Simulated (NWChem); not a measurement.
The numbers come from NWChem runs, not from measurements. System: difluoromethane (CH$_{2}$F$_{2}$), charge 0, spin multiplicity 1, at a geometry optimised with PBE0/def2-SVP. Level: PBE/def2-TZVP.

NWChem printed:

```
             Northwest Computational Chemistry Package (NWChem) 7.3.0
             --------------------------------------------------------

                                NWChem Input Module
                                -------------------

 Scaling coordinates for geometry "geometry" by  1.889725989
 (inverse scale =  0.529177249)

 Turning off AUTOSYM since
 SYMMETRY directive was detected!

                             Geometry "geometry" -> ""
                             -------------------------

 Output coordinates in angstroms (scale by  1.889725989 to convert to a.u.)

  No.       Tag          Charge          X              Y              Z
 ---- ---------------- ---------- -------------- -------------- --------------
    1 F                    9.0000     1.09579500     0.00000000    -0.28717200
    2 C                    6.0000     0.00000000     0.00000000     0.49099100
    3 F                    9.0000    -1.09579500     0.00000000    -0.28717200
    4 H                    1.0000     0.00000000     0.91369500     1.11157800
    5 H                    1.0000     0.00000000    -0.91369500     1.11157800

 Effective nuclear repulsion energy (a.u.)      77.6550504557

            Nuclear Dipole moment (a.u.)
            ----------------------------
        X                 Y               Z
 ---------------- ---------------- ----------------
     0.0000000000     0.0000000000     0.0000113384

      Symmetry information
      --------------------

 Group name             C2v
 Group number             16
 Group order               4
 No. of unique centers     3

      Symmetry unique atoms

     1    2    4


 Summary of "ao basis" -> "" (spherical)
 ------------------------------------------------------------------------------
       Tag                 Description            Shells   Functions and Types
 ---------------- ------------------------------  ------  ---------------------
 *                         def2-tzvp                  on all atoms

  pbe96 is a nonlocal functional; adding pw91lda local functional.

                                 NWChem DFT Module
                                 -----------------

 Summary of "ao basis" -> "ao basis" (spherical)
 ------------------------------------------------------------------------------
       Tag                 Description            Shells   Functions and Types
 ---------------- ------------------------------  ------  ---------------------
 F                         def2-tzvp                11       31   5s3p2d1f
 C                         def2-tzvp                11       31   5s3p2d1f
 H                         def2-tzvp                 4        6   3s1p

 Summary of "ao basis" -> "ao basis" (spherical)
 ------------------------------------------------------------------------------
       Tag                 Description            Shells   Functions and Types
 ---------------- ------------------------------  ------  ---------------------
 F                         def2-tzvp                11       31   5s3p2d1f
 C                         def2-tzvp                11       31   5s3p2d1f
 H                         def2-tzvp                 4        6   3s1p

      Symmetry analysis of basis
      --------------------------

        a1         40
        a2         14
        b1         29
        b2         22

            General Information
            -------------------
          SCF calculation type: DFT
          Wavefunction type:  closed shell.
          No. of atoms     :     5
          No. of electrons :    26
           Alpha electrons :    13
            Beta electrons :    13
          Charge           :     0
          Spin multiplicity:     1
          Use of symmetry is: on ; symmetry adaption is: on
          Maximum number of iterations: 100
          AO basis - number of functions:   105
                     number of shells:    41
          Convergence on energy requested:  1.00D-06
          Convergence on density requested:  1.00D-05
          Convergence on gradient requested:  5.00D-04

              XC Information
              --------------
          PerdewBurkeErnzerhof Exchange Functional  1.000
            Perdew 1991 LDA Correlation Functional  1.000 local
[...]
     1 a1          2 a2          3 b1          4 b2

  Orbital symmetries:

     1 a1          2 b1          3 a1          4 a1          5 b1
     6 a1          7 b1          8 a1          9 b2         10 a2
    11 b1         12 a1         13 b2         14 a1         15 b1
    16 a1         17 b2         18 b2         19 a1         20 a1
    21 b1         22 a1         23 b2

------------------------------------------------------------
EAF file 0: "./mol.aoints.0" size=524288 bytes
------------------------------------------------------------
               write      read    awrite     aread      wait
               -----      ----    ------     -----      ----
     calls:        1         0         0         0         0
   data(b): 5.24e+05  0.00e+00  0.00e+00  0.00e+00
   time(s): 0.00e+00  0.00e+00  0.00e+00  0.00e+00  0.00e+00
rate(mb/s): 0.00e+00  0.00e+00
------------------------------------------------------------

   convergence    iter        energy       DeltaE   RMS-Dens  Diis-err    time
 ---------------- ----- ----------------- --------- --------- ---------  ------
 d= 0,ls=0.0,diis     1   -238.7456647386 -3.16D+02  9.71D-03  1.24D+00     1.3
 d= 0,ls=0.0,diis     2   -238.5745422996  1.71D-01  5.83D-03  3.39D+00     1.5
 d= 0,ls=0.0,diis     3   -238.8471582533 -2.73D-01  1.12D-03  5.82D-02     1.6
 d= 0,ls=0.0,diis     4   -238.8494315071 -2.27D-03  6.48D-04  1.41D-02     1.7
 d= 0,ls=0.0,diis     5   -238.8506280373 -1.20D-03  1.16D-04  2.96D-04     1.8
  Resetting Diis
 d= 0,ls=0.0,diis     6   -238.8506631802 -3.51D-05  5.57D-06  1.19D-06     2.0
 d= 0,ls=0.0,diis     7   -238.8506632814 -1.01D-07  1.74D-06  4.20D-08     2.2

         Total DFT energy =     -238.850663281382
      One electron energy =     -485.171339413204
           Coulomb energy =      195.518336186263
    Exchange-Corr. energy =      -26.852710510109
 Nuclear repulsion energy =       77.655050455667

 Numeric. integr. density =       25.999998017740

     Total iterative time =      1.7s

                  Occupations of the irreducible representations
                  ----------------------------------------------

                     irrep           alpha         beta
                     --------     --------     --------
                     a1                6.0          6.0
                     a2                1.0          1.0
                     b1                4.0          4.0
                     b2                2.0          2.0

                       DFT Final Molecular Orbital Analysis
                       ------------------------------------

 Vector   11  Occ=2.000000D+00  E=-3.630650D-01  Symmetry=a1
              MO Center=  1.9D-15,  3.0D-16, -7.8D-02, r^2= 1.8D+00
   Bfn.  Coefficient  Atom+Function         Bfn.  Coefficient  Atom+Function
  ----- ------------  ---------------      ----- ------------  ---------------
     8      0.329054  1 F  pz                70      0.329054  3 F  pz
    11      0.261960  1 F  pz                73      0.261960  3 F  pz
    14      0.178904  1 F  pz                76      0.178904  3 F  pz
    39     -0.124135  2 C  pz                95     -0.102539  4 H  s
   101     -0.102539  5 H  s                 35     -0.093216  2 C  s

 Vector   12  Occ=2.000000D+00  E=-3.509710D-01  Symmetry=b1
              MO Center= -7.2D-15,  2.2D-16, -2.4D-01, r^2= 1.7D+00
   Bfn.  Coefficient  Atom+Function         Bfn.  Coefficient  Atom+Function
  ----- ------------  ---------------      ----- ------------  ---------------
     6      0.292329  1 F  px                68      0.292329  3 F  px
     9      0.236321  1 F  px                71      0.236321  3 F  px
     8      0.228782  1 F  pz                70     -0.228782  3 F  pz
    11      0.183718  1 F  pz                73     -0.183718  3 F  pz
    12      0.154508  1 F  px                74      0.154508  3 F  px

 Vector   13  Occ=2.000000D+00  E=-2.926875D-01  Symmetry=b2
              MO Center= -2.2D-14, -6.2D-15,  2.8D-01, r^2= 1.9D+00
   Bfn.  Coefficient  Atom+Function         Bfn.  Coefficient  Atom+Function
  ----- ------------  ---------------      ----- ------------  ---------------
     7      0.285903  1 F  py                69      0.285903  3 F  py
    10      0.229653  1 F  py                72      0.229653  3 F  py
    38     -0.213392  2 C  py                95     -0.206576  4 H  s
   101      0.206576  5 H  s                 96     -0.178398  4 H  s
   102      0.178398  5 H  s                 13      0.163992  1 F  py

 Vector   14  Occ=0.000000D+00  E= 3.386888D-02  Symmetry=a1
              MO Center= -4.7D-14,  3.1D-14,  1.1D+00, r^2= 4.3D+00
   Bfn.  Coefficient  Atom+Function         Bfn.  Coefficient  Atom+Function
  ----- ------------  ---------------      ----- ------------  ---------------
    36      1.934564  2 C  s                 96     -1.780688  4 H  s
   102     -1.780688  5 H  s                 45      0.944843  2 C  pz
    35      0.229136  2 C  s                 39      0.225059  2 C  pz
    42      0.189932  2 C  pz                34      0.176296  2 C  s
     5      0.122309  1 F  s                 67      0.122309  3 F  s

 Vector   15  Occ=0.000000D+00  E= 5.381445D-02  Symmetry=b1
              MO Center=  3.5D-14,  4.1D-16,  6.8D-01, r^2= 3.1D+00
   Bfn.  Coefficient  Atom+Function         Bfn.  Coefficient  Atom+Function
  ----- ------------  ---------------      ----- ------------  ---------------
    43      1.213290  2 C  px                 5     -0.755829  1 F  s
    67      0.755829  3 F  s                 40      0.441939  2 C  px
    14     -0.287129  1 F  pz                76      0.287129  3 F  pz
    37      0.276706  2 C  px                 8     -0.164421  1 F  pz
    70      0.164421  3 F  pz                11     -0.140687  1 F  pz

 Vector   16  Occ=0.000000D+00  E= 7.734630D-02  Symmetry=a1
              MO Center=  2.5D-14,  6.9D-13,  4.2D-01, r^2= 3.7D+00
   Bfn.  Coefficient  Atom+Function         Bfn.  Coefficient  Atom+Function
  ----- ------------  ---------------      ----- ------------  ---------------
    36      1.227515  2 C  s                 45     -1.119304  2 C  pz
     5     -0.901586  1 F  s                 67     -0.901586  3 F  s
    35      0.752462  2 C  s                 12      0.419080  1 F  px
    74     -0.419080  3 F  px                42     -0.349151  2 C  pz
    96     -0.335761  4 H  s                102     -0.335761  5 H  s

 center of mass
 --------------
 x =   0.00000000 y =   0.00000000 z =  -0.10097342

 moments of inertia (a.u.)
 ------------------
          35.893369478256           0.000000000000           0.000000000000
           0.000000000000         192.815038465821           0.000000000000
           0.000000000000           0.000000000000         168.940031144936

     Multipole analysis of the density
     ---------------------------------

     L   x y z        total         alpha         beta         nuclear
     -   - - -        -----         -----         ----         -------
     0   0 0 0     -0.000000    -13.000000    -13.000000     26.000000

     1   1 0 0      0.000000      0.000000      0.000000      0.000000
     1   0 1 0      0.000000      0.000000      0.000000      0.000000
     1   0 0 1      0.652274      0.326131      0.326131      0.000011

     2   2 0 0    -13.948993    -45.566632    -45.566632     77.184271
     2   1 1 0     -0.000000     -0.000000     -0.000000      0.000000
     2   1 0 1     -0.000000     -0.000000     -0.000000      0.000000
     2   0 2 0    -11.548047     -8.755286     -8.755286      5.962524
     2   0 1 1      0.000000      0.000000      0.000000      0.000000
     2   0 0 2    -11.561137    -15.426128    -15.426128     19.291118

 Task  times  cpu:        2.2s     wall:        2.2s

 Total times  cpu:        2.2s     wall:        2.2s
```

### Question
Write an NWChem input that would produce this output.

### Answer
This is not unique; one that fits is 
```
start mol
memory heap 200 mb stack 900 mb global 1100 mb
geometry units angstroms nocenter noautoz
  F      1.095795     0.000000    -0.287172
  C      0.000000     0.000000     0.490991
  F     -1.095795     0.000000    -0.287172
  H      0.000000     0.913695     1.111578
  H      0.000000    -0.913695     1.111578
  symmetry group C2v
end
basis spherical
  * library def2-tzvp
end
dft
  xc xpbe96 cpbe96
  semidirect memsize 60000000 filesize 0
  iterations 100
end
task dft energy
```
